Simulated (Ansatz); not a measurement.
A made-up structure of CH7BSi, singlet:

```
atom    x (Å)    y (Å)    z (Å)
  B1  -1.2952   0.5006  -1.2295
 Si2   0.2562   0.6218   0.0422
  C3   0.7411  -0.9772   0.8947
  H4  -1.8978  -0.5109  -1.4465
  H5  -1.6553   1.4820  -1.8129
  H6  -0.0879   1.6568   1.0657
  H7   1.4223   1.1612  -0.7234
  H8   1.0209  -1.7367   0.1608
  H9   1.5883  -0.8275   1.5674
 H10   1.0721  -0.5269   0.2186
```

It is relaxed with PBE-D4/def2-SVP and then PBE0-D4/def2-TZVP (Ansatz 0.2.0). Atoms count as bonded within 1.22 times the sum of their covalent radii (H–H: 0.88 Å). The end point is not checked to be a true minimum.

**Question.** Does its bonding change? (A judgement: the text doesn't fix the answer.)

**Answer.** The calculation gives: Yes. Formed: none; broken: Si2–H10.

Where it ends: The first stage lowers the energy by 5.29 eV in 16 steps. It ends as CH₇BSi ([BH2][SiH2][CH3]):
B1  (-1.234, 0.508, -1.323)
Si2  (0.222, 0.730, 0.044)
C3  (1.067, -0.851, 0.596)
H4  (-1.709, -0.554, -1.605)
H5  (-1.694, 1.470, -1.867)
H6  (-0.448, 1.379, 1.217)
H7  (1.240, 1.705, -0.449)
H8  (0.336, -1.559, 0.994)
H9  (1.808, -0.653, 1.373)
H10  (1.576, -1.331, -0.243)
(Å)

Labels in which every atom is bracketed show which atoms are joined, not bond orders.

For scale, one of the runs: PBE0-D4/def2-TZVP relaxation, 141 basis functions, launched by `ansatz run in.yaml --threads 2 --pin off --events-out ev --progress --plain --max-ram 4352MiB`. Hardware: 2 CPU threads of an Arm Neoverse V2, shared host. Wall time about 27 s.
